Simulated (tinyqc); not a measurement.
The integration grid: Kohn-Sham TPSS on finer and finer grids in the sto-3g basis, for LiH, spin multiplicity 1. Computed by the program tinyqc with PySCF. Self-consistent on each grid; the net force on the molecule should vanish.

Geometry (angstrom):
```
atom,x,y,z
Li,0.0000,0.0000,0.0000
H,0.0000,0.0000,1.7240
```

Kohn-Sham energy on Becke grids (radial x angular points per atom):
```
grid,points,residual of the electron count,E (hartree),E - finest (mhartree),largest net force without grid terms (hartree/bohr)
10 x 14,274,5.05e-02,-7.99782,-41.01688,6.66e-02
15 x 26,771,-9.98e-03,-7.94732,9.48217,6.41e-03
20 x 50,1987,5.62e-05,-7.95707,-0.26424,4.18e-03
30 x 86,5141,4.21e-04,-7.95700,-0.19662,3.53e-04
50 x 194,19356,-6.30e-06,-7.95680,-0.00374,1.02e-05
75 x 302,45212,4.45e-07,-7.95680,0.00051,4.41e-07
120 x 590,141432,4.53e-10,-7.95680,0.00000,4.60e-08
```

What does the comparison show, and why?

The energy is within 0.1 mhartree of the finest grid first at 50 x 194. The error has both signs, since quadrature is not variational. The electron count and the net force are cheap signs of a poor grid.
